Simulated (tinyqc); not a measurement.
Inside a calculation. Method: Hueckel theory of the pi electrons, for the molecule O=CC1=NC=C1 (SMILES; centres numbered as the heavy atoms are written). One step of it, computed by the program tinyqc.

Question. Energy, charges, bond orders. E = sum n x; q_r = z_r - P_rr; bond order p = P_rs; free valence = sqrt(3) - sum of p over the bonds of the atom.

x values: 2.325019  1.608140  0.306905  0.233478  -0.900048  -2.073495

occupations: 2.000000  2.000000  2.000000  0.000000  0.000000  0.000000

charge and bond-order matrix P:
```
           1O         2C         3C         4N         5C         6C
1O   1.667355   0.594413  -0.235485   0.155123   0.145463  -0.317228
2C   0.594413   0.837457   0.667793  -0.167583  -0.307569   0.227207
3C  -0.235485   0.667793   1.132566   0.121310  -0.085839   0.677452
4N   0.155123  -0.167583   0.121310   0.956354   0.910889   0.318610
5C   0.145463  -0.307569  -0.085839   0.910889   0.905359   0.195441
6C  -0.317228   0.227207   0.677452   0.318610   0.195441   0.500909
```

Centres:
```
centre  z_r, pi electrons of the neutral centre         h
1O                                            1  1.000000
2C                                            1  0.000000
3C                                            1  0.000000
4N                                            1  0.500000
5C                                            1  0.000000
6C                                            1  0.000000
```

Bonds:
```
i  j         k
1  2  1.000000
2  3         1
3  4         1
4  5  1.000000
5  6         1
6  3         1
```

Give: pi energy = 6 alpha + this times beta; pi charges; Bond orders and lengths from R = 1.517 - 0.180 p; free valence of the carbons; gap between the highest filled and the next level.

Answer.

pi energy = 6 alpha + this times beta = 8.480

pi charges: 1O -0.667, 2C 0.163, 3C -0.133, 4N 0.044, 5C 0.095, 6C 0.499

Bond orders and lengths from R = 1.517 - 0.180 p (angstrom, C-C alone):
```
bond      p      R
1-2   0.594      -
2-3   0.668  1.397
3-4   0.121      -
4-5   0.911      -
5-6   0.195  1.482
6-3   0.677  1.395
```

free valence of the carbons: 2C 0.470, 3C 0.265, 5C 0.626, 6C 0.859

gap between the highest filled and the next level = 0.073 |beta|
